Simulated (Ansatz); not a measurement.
# Width of the whole s-p valence band of zinc-blende GaSb at several levels of theory

No measured value is used here.

| level (code) | value (eV) | cell (Å³/atom) |
|---|---|---|
| LDA (Ansatz) | 11.61 | 28.32 |
| PBE (Ansatz) | 11.55 | 28.32 |
| PBEsol (Ansatz) | 11.58 | 28.32 |
| RPBE (Ansatz) | 11.52 | 28.32 |
| PBE-D3(BJ) (Ansatz) | … | 28.78 |
| PBEsol-D3(BJ) (Ansatz) | … | 27.56 |
| r²SCAN (Ansatz) | 12.00 | 28.32 |
| r²SCAN-D4 (Ansatz) | 11.97 | 28.44 |
| HSE06 (Ansatz) | 12.70 | 28.32 |
| PBE0 (Ansatz) | … | 28.32 |
| r²SCANh (Ansatz) | … | 28.59 |
| Hartree–Fock (Ansatz) | 16.25 | 28.32 |

### Question
Complete the blanks.

### Answer

- PBE-D3(BJ) (Ansatz, an electronic-structure program), value (eV): 11.44
- PBEsol-D3(BJ) (Ansatz), value (eV): 11.77
- PBE0 (Ansatz), value (eV): 12.85
- r²SCANh (Ansatz), value (eV): 12.40

Widths are read from band energies on the run's k points.  Values are at the measured cell; PBE-D3(BJ) at the level's own equilibrium cell; PBEsol-D3(BJ) at the level's own relaxed cell; r²SCAN-D4 at the level's own relaxed cell; r²SCANh at the level's own equilibrium cell. Cutoffs and k meshes differ between the levels. Ansatz's density-functional and Hartree–Fock values are scalar-relativistic unless marked +SOC, with PAW data made under PBE.
